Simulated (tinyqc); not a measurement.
Inside a calculation. Method: Hueckel theory of the pi electrons, for the molecule C=C1C=C1 (SMILES; centres numbered as the heavy atoms are written). Computed by tinyqc, a small Python program that keeps every step. Settings: charge = 0. Command: `OMP_NUM_THREADS=1 python tinyqc.py 23804 23805 out.jsonl` (the two numbers bound the seeds that draw the settings). One thread of a shared host (Intel(R) Xeon(R) Processor @ 2.60GHz), about 0.01 s of CPU time with the checks.

## The Hueckel matrix

Centres:

| centre | z_r, pi electrons of the neutral centre | h |
|---|---|---|
| 1C | 1 | 0.000000 |
| 2C | 1 | 0.000000 |
| 3C | 1 | 0.000000 |
| 4C | 1 | 0.000000 |

Bonds:

| i | j | k |
|---|---|---|
| 1 | 2 | 1 |
| 2 | 3 | 1 |
| 3 | 4 | 1 |
| 4 | 2 | 1 |

H_rr = alpha + h_r beta, H_rs = k_rs beta for bonded centres.

Hueckel matrix in units of beta (H = alpha + beta A):
```
          1C        2C        3C        4C
1C  0.000000  1.000000  0.000000  0.000000
2C  1.000000  0.000000  1.000000  1.000000
3C  0.000000  1.000000  0.000000  1.000000
4C  0.000000  1.000000  1.000000  0.000000
```

## Orbitals

pi electrons, sum of z_r less the charge = 4

Diagonalise; E = alpha + x beta with beta < 0, so the largest x are filled first; degenerate levels share their electrons. P = sum n_i c_ri c_si; each orbital has its largest coefficient positive (the first on a tie).

x values: 2.170086  0.311108  -1.000000  -1.481194

occupations: 2.000000  2.000000  0.000000  0.000000

coefficients:
```
         MO1        MO2        MO3        MO4
1C  0.281845   0.815225   0.000000  -0.505937
2C  0.611628   0.253623   0.000000   0.749390
3C  0.522721  -0.368160   0.707107  -0.302028
4C  0.522721  -0.368160  -0.707107  -0.302028
```

charge and bond-order matrix P:
```
           1C        2C         3C         4C
1C   1.488056  0.758288  -0.305614  -0.305614
2C   0.758288  0.876828   0.452674   0.452674
3C  -0.305614  0.452674   0.817558   0.817558
4C  -0.305614  0.452674   0.817558   0.817558
```

## Energy, charges, bond orders

E = sum n x; q_r = z_r - P_rr; bond order p = P_rs; free valence = sqrt(3) - sum of p over the bonds of the atom.

pi energy = 4 alpha + this times beta = 4.962389

pi charges: 1C -0.488056, 2C 0.123172, 3C 0.182442, 4C 0.182442

Bond orders and lengths from R = 1.517 - 0.180 p (angstrom, C-C alone):

| bond | p | R |
|---|---|---|
| 1-2 | 0.758288 | 1.380508 |
| 2-3 | 0.452674 | 1.435519 |
| 3-4 | 0.817558 | 1.369840 |
| 4-2 | 0.452674 | 1.435519 |

free valence of the carbons: 1C 0.973763, 2C 0.068415, 3C 0.461819, 4C 0.461819

gap between the highest filled and the next level = 1.311108 |beta|
